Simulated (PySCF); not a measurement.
# Which basis set comes closest?

Molecule: `[PH2](=O)O`, H3O2P.

Mapped SMILES: `[O:1]=[PH2:2][OH:3]`. Hydrogens are named by the atom that carries them.

Geometry PBE0-D3(BJ)/def2-SVP throughout; GIAO in PySCF 2.14, gas phase, one conformer, non-relativistic; equivalent atoms averaged; functional PBE0.

Reference values (measured; solution, H2O; S. K. Latypov et al., Phys. Chem. Chem. Phys. 2015 (author manuscript)): δ(P2) = 12.5 ppm vs 85 % H3PO4. Computed shifts are taken against H3PO4, calculated as an isolated molecule at each level.

**Question.** How do the basis sets STO-3G, 6-31G, pcSseg-0, 6-31G*, def2-SVP, cc-pVDZ, pcSseg-1, aug-cc-pVDZ, 6-311+G(2d,p), def2-TZVP, cc-pVTZ, IGLO-III, pcSseg-2, pcSseg-3 perform against the reference? Times are CPU seconds on shared hosts with different chips, so compare them loosely.

**Answer.** 
```tsv
basis set	functions	P2	abs. error P	core-s
STO-3G	22	-90.3	102.8	0.99
6-31G	37	-49.9	62.4	1.9
pcSseg-0	37	-80.6	93.1	1.3
6-31G*	52	-8.4	20.9	2.2
def2-SVP	61	-25.5	38.0	2.2
cc-pVDZ	61	-23.4	35.9	2
pcSseg-1	73	-26.4	38.9	3
aug-cc-pVDZ	100	-34.5	47.0	3.2
6-311+G(2d,p)	107	-23.8	36.3	4
def2-TZVP	117	-20.7	33.2	4.3
cc-pVTZ	136	-23.4	35.9	4.8
IGLO-III	144	-20.2	32.7	4.7
pcSseg-2	157	-21.2	33.7	6.1
pcSseg-3	319	-19.5	32.0	20
```

For 31P the closest is 6-31G* (20.9 ppm) and the furthest STO-3G (102.8 ppm). Where a smaller basis beats a larger one, errors probably cancel; the largest sets show where the functional converges. One molecule is a small sample, and vibrational and solvent effects are absent from the calculation.

A small basis that lands close on one nucleus may do so by chance; judge by the trend and by all nuclei.
